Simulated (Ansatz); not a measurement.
Relaxation of AlH₃O (5 atoms, charge 0, multiplicity 1), to a largest force component of 0.03 eV/Å in at most 50 steps.

Computed with RKS B3LYP-D4/def2-SVP (Ansatz).

```xyz
5
Properties=species:S:1:pos:R:3
Al -0.276 -0.386 -1.021
O 1.215 0.311 1.447
H 0.991 -0.356 2.112
H 1.786 -0.178 0.809
H -1.689 0.328 -0.530
```

Question: Where does it end, and by what steps?

Answer: It converged. After 9 steps the energy has fallen by 0.377 eV; O2 moved furthest, 0.73 Å. Joined: Al1–O2 (2.97 → 2.13 Å).

```tsv
step	energy less start (eV)	largest force component (eV/Å)	accepted
0	0.0000	0.822	yes
1	-0.0458	1.667	yes
2	-0.1285	2.068	yes
3	-0.2534	0.894	yes
4	-0.3105	0.864	yes
5	-0.3607	0.327	yes
6	-0.3658	0.226	yes
7	-0.3753	0.102	yes
8	-0.3760	0.040	yes
9	-0.3773	0.007	yes
```

```xyz
5
Properties=species:S:1:pos:R:3
Al -0.057 -0.129 -0.954
O 0.976 -0.119 0.912
H 0.553 0.037 1.770
H 1.931 -0.206 1.043
H -1.377 0.136 0.046
```

Whether the end is a true minimum wasn't checked by a vibrational analysis.

Time of the run: 10 s on 1 thread of Arm Neoverse V1, with other jobs on the host, peak memory 0.094 GiB.
